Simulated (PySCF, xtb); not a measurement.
carbon tetrachloride (CCl4), SMILES ClC(Cl)(Cl)Cl.

GFN2-xTB in xtb at its own geometry gives an orbital gap of 5.11 eV and a dipole moment of 0.00 D.

Coordinates come from a B3LYP-D3(BJ)/def2-SVP optimisation.

What does PBE/def2-TZVP run with PySCF give? (Estimate from the structure and the level; the computed values follow.)

gap 4.85 eV (levels -7.64 and -2.79 eV), dipole 0.00 D.
